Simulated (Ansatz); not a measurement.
Results of Hartree–Fock in Ansatz (PAW) for grey tin (α-Sn).

Settings: plane-wave cutoff 460 eV, 8×8×8 k mesh, Fermi–Dirac smearing 0.01 eV, scalar-relativistic PAW data made under PBE.

Response to compression and expansion:

| V (Å³/atom) | P (GPa) | direct gap at Γ (eV) |
|---|---|---|
| 34.394 | 2.62 | 4.812 |
| 35.117 | 1.38 | 4.567 |
| 36.205 | -0.26 | 4.203 |
| 37.110 | -1.44 | 3.904 |
| 38.015 | -2.46 | 3.609 |

A straight line through the gaps at Γ against ln V gives a volume deformation potential dE_g(Γ)/d ln V of -12.0 eV: the gap at Γ widens under compression.

Measured, for comparison: band gap 0 eV (temperature not stated, no zero-point or thermal correction; as tabulated in Das et al. (2018), arXiv:1807.05623).

Spin–orbit coupling is not included.

Ansatz is a program for electronic structure.
